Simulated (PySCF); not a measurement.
Gas-phase reaction: 2 BF3 + 2 BClF = 4 BF2 + Cl2

Method: PySCF energies plus ideal-gas RRHO corrections (1 bar). 'Table' is the NASA 1993 thermochemical table (part measured, part estimated). After a fit of one offset per element over all species, the range-separated, M06-2X, PBE0/def2-QZVP and CCSD(T)/def2-TZVPP enthalpies, where run, lie to one side of the table for BClF (+50 kJ/mol), BF2 (+92 kJ/mol): a fault of the table's entry, another state or a shared error of the levels is possible; this was not checked at source. † marks an energy on the PBE0/def2-TZVP geometry and frequencies; other levels use their own. CCSD(T) freezes the core. 6-31G* has spherical d functions here. Open shells (unrestricted): BClF (multiplicity 2), BF2 (multiplicity 2); the rest are closed-shell singlets. B3LYP is the form with VWN-RPA correlation. For this reaction the table lies outside the span of B3LYP, CCSD(T), M06-2X, MP2, PBE0, r2SCAN, ωB97M-V, ωB97X-V in their largest bases here; which side is off was not settled. CCSD(T) isn't extrapolated to the basis-set limit; its ΔH°(298 K) is 849.2 kJ in def2-SVP and 804.5 kJ in def2-TZVPP. The harmonic model lacks anharmonicity and excited electronic states, which grow with temperature; levels with a mode under 35 cm⁻¹ are left out. The table's entry may be an old estimate for BClF, BF2 (not checked at source).

| level | ΔH°(298 K), kJ | minus table | ΔG°(1000 K), kJ |
|---|---|---|---|
| table | 539.0 | - | 363.5 |
| B3LYP/6-31G* | 818.9 | 279.9 | 648.0 |
| BLYP/def2-TZVP† | 736.4 | 197.4 | 566.6 |
| CCSD(T)/def2-TZVPP† | 804.5 | 265.5 | 634.8 |
| PBE0/def2-SVP† | 835.4 | 296.4 | 665.6 |
| PBE0/def2-TZVP | 778.2 | 239.2 | 608.4 |
| LDA/def2-TZVP† | 823.1 | 284.1 | 653.4 |
